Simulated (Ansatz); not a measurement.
Density of states of WS2 (P6_3/mmc, a = 3.146 Å, b = 3.146 Å, c = 12.694 Å, α = 90.00°, β = 90.00°, γ = 120.00°), in states per eV and primitive cell, averaged over bins of 0.4 eV. Level of theory: DFT PBEsol, scalar-relativistic, plane waves, PAW in Ansatz.

Cutoff 420 eV; k points 12×12×4 on the computed 6-atom cell (Γ-centred); Gaussian smearing, width 0.02 eV; no spin polarisation.

The cell is relaxed at this level. The states (both spins) are summed by tetrahedra on a 18×18×6 mesh at the self-consistent density. Energies are bin centres; the table starts no lower than −8 eV and ends at 6 eV, or lower where the solved bands end.

The gap is 1.10 eV at this level, with the zero inside it.

```tsv
E − E_F (eV)	total	S 3p	W 5d	W 6s	S 3s
-7.85	0.47	0.29	0.10	0.04	0.03
-7.45	2.44	1.51	0.54	0.21	0.13
-7.05	4.85	2.87	1.43	0.30	0.16
-6.65	4.45	2.63	1.49	0.12	0.12
-6.25	2.67	1.83	0.68	0.01	0.10
-5.85	3.44	2.14	0.80	0.17	0.27
-5.45	6.92	4.01	1.94	0.24	0.57
-5.05	2.73	1.69	0.79	0.05	0.13
-4.65	6.25	3.98	1.99	0.03	0.14
-4.25	4.43	2.76	1.48	0.02	0.08
-3.85	3.08	1.75	1.21	0.02	0.03
-3.45	5.61	3.58	1.72	0.02	0.16
-3.05	6.29	4.59	1.35	0.02	0.19
-2.65	4.80	3.82	0.76	0.02	0.08
-2.25	2.99	1.73	1.08	0.04	0.05
-1.85	5.37	1.85	3.22	0.06	0.09
-1.45	2.40	0.71	1.56	0.02	0.04
-1.05	0.68	0.21	0.44	0.00	0.02
-0.65	0.13	0.04	0.08	0.00	0.01
-0.25	0.00	0.00	0.00	0.00	0.00
0.15	0.00	0.00	0.00	0.00	0.00
0.55	0.24	0.09	0.12	0.00	0.01
0.95	2.20	0.72	1.26	0.05	0.04
1.35	4.35	1.36	2.65	0.08	0.06
1.75	9.13	3.03	5.49	0.09	0.14
2.15	7.06	1.96	4.35	0.14	0.16
2.55	4.69	1.43	2.65	0.07	0.17
2.95	3.77	1.38	1.89	0.02	0.14
3.35	3.13	1.37	1.41	0.00	0.10
3.75	3.31	1.38	1.50	0.03	0.15
4.15	1.92	0.57	0.75	0.22	0.13
4.55	1.65	0.32	0.39	0.43	0.11
4.95	1.31	0.17	0.07	0.50	0.06
5.35	1.76	0.26	0.09	0.60	0.08
5.75	1.90	0.29	0.09	0.61	0.10
```

The columns after the total are the main Löwdin projections on the occupied valence shells of the potentials; 2 others are left out. The rest of the total lies in those, in shells that are empty in the free atom, which aren't projected, and between the atoms.

Spin-orbit coupling is left out, which matters for the bands of heavy elements. The cell holds layers, and where no dispersion correction was added their binding is poorly described.

Cost: 1 run of about 0.97 core-minutes, on Intel Xeon 6975P-C (Granite Rapids) (shared hosts).